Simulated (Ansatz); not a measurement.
**AlHF2 (triplet): from a generated start to a stationary point**

Aim: relax a generated start of AlHF2 (triplet) and see which bonds hold.

Method: UKS PBE0/def2-TZVP; program: Ansatz 0.2.0, Gaussian basis.

## 1. The starting structure

4 atoms, charge 0, spin multiplicity 3.

Atoms are counted from 1 here; the program's logs count them from 0.

Bond lengths: Al1–F2 1.691 Å, Al1–F3 1.691 Å. Angles: F2–Al1–F3 147.6°.

Coordinates:

```xyz
4

Al    0.1447    0.2528   -0.0832
F     1.3297   -0.9454    0.0543
F    -1.4890    0.6672    0.0524
H    -0.8714   -1.5228    0.2156
```

The start was built by rule and, where that kept it together, relaxed with GFN2-xTB. Sticks and bond lists go by distance. 

## 2. Relaxation

Contents of in.yaml:

```yaml
crystal:
  periodic: [false, false, false]
  atoms:
    - {symbol: Al, position_ang: [0.144692, 0.252814, -0.083201]}
    - {symbol: F, position_ang: [1.329736, -0.945436, 0.054310]}
    - {symbol: F, position_ang: [-1.488999, 0.667181, 0.052412]}
    - {symbol: H, position_ang: [-0.871354, -1.522810, 0.215622]}
basis:
  gaussian: {orbitals: def2-TZVP}
magnetization: {spin_polarized: true, initial_magnetization: 2}
hamiltonian: {xc: pbe0}
relax: {f_tol: 0.004, max_steps: 80}
```

Launch:

```sh
> ansatz run in.yaml --threads 1 --pin off --events-out ev --progress --plain --max-ram 2176MiB
```

Q: Predict the outcome of this session. Wanted: energy gained; shift from the start; total energy; dipole moment; ⟨S²⟩.

As calculated:

```
                  quantity           value
                     steps              22
             energy gained        0.455 eV
shift from the start (rms)         0.946 Å
              total energy  -12041.5726 eV
             dipole moment          1.77 D
                      ⟨S²⟩           2.001
```

In words: The bonds of the start are those of the end. Al1–F2 went from 1.691 to 1.647 Å. No vibrations were run, so this is a stationary point, not a proven minimum, and this spin need not be the ground state's.
